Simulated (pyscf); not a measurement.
# Four-centre exchange: `[GeH3][GeH3]` + `[ClH]` -> `[Cl][GeH3]` + `[GeH4]`

Gas phase, singlet surface, charge 0. Bonds broken: Ge1–Ge2, Cl9–H10. Bonds formed: Ge1–Cl9, Ge2–H10. Single points on ωB97X-D3(BJ)/def2-SVP structures (PySCF, gas phase).

Transition state (Å):

```xyz
10

Ge    -0.2456     0.7527    -0.5961
Ge    -0.4201    -1.2885     1.2101
H      0.8565     1.7779    -0.3797
H     -1.4907     1.0679    -1.4101
H      0.4221    -0.4920    -1.2596
H      1.0890    -1.5400     1.2161
H     -1.1483    -2.2167     0.2359
H     -1.0167    -1.3562     2.6188
Cl    -1.5033     2.0286     1.3888
H     -0.8536     0.3846     1.0434
```

One imaginary mode, 880i cm⁻¹; descent along it reached the two sides named.

```csv
bond,change,reactant side (Å),saddle,product side
Ge1–Ge2,breaks,2.405,2.7,4.3
Cl9–H10,breaks,1.285,1.801,3.4
Ge1–Cl9,forms,3.7,2.7,2.165
Ge2–H10,forms,3.3,1.736,1.532
```

Electronic energies relative to the separated reactants (kcal/mol):

| level | barrier | reaction energy | reverse barrier |
|---|---|---|---|
| ωB97X-D3(BJ)/def2-TZVP | 44.1 | -8.8 | 52.9 |
| PBE/def2-TZVP | 38.2 | -8.5 | 46.7 |
| r²SCAN/def2-TZVP | 39.8 | -9.9 | 49.7 |
| B3LYP-D3(BJ)/def2-TZVP | 41.3 | -10.0 | 51.3 |
| PBE0-D3(BJ)/def2-TZVP | 40.5 | -8.9 | 49.3 |
| M06-2X/def2-TZVP | 40.7 | -13.5 | 54.1 |
| ωB97M-D3(BJ)/def2-TZVP | 45.1 | -10.6 | 55.7 |
| HF/def2-TZVP | 58.6 | -15.4 | 74.0 |

With ωB97M-D3(BJ)/def2-TZVP energies and thermal terms (ideal gas, 1 atm, RRHO with modes under 100 cm⁻¹ raised to 100, one conformer, R ln 2 for chiral ones without a mode under 150 cm⁻¹), in kcal/mol:

```json
[
 {"T (K)": "298", "ΔH‡": "44.2", "ΔG‡": "52.9", "ΔH": "-10.5", "ΔG": "-10.1"},
 {"T (K)": "600", "ΔH‡": "44.2", "ΔG‡": "61.8", "ΔH": "-11.3", "ΔG": "-9.4"},
 {"T (K)": "900", "ΔH‡": "44.6", "ΔG‡": "70.5", "ΔH": "-11.8", "ΔG": "-8.4"},
 {"T (K)": "1200", "ΔH‡": "45.1", "ΔG‡": "79.1", "ΔH": "-12.1", "ΔG": "-7.2"}
]
```

At the saddle there is also a short Ge–H contact that neither side keeps. The same reactants have a lower exit, to Cl–GeH₂–GeH₃ + H₂ (barrier +37.6 kcal/mol at ωB97M-D3(BJ)/def2-TZVP, against +45.1 kcal/mol here). This is the saddle that the search found; another between the same sides may lie lower. Elements up to Kr have no core potential and no relativistic terms here.
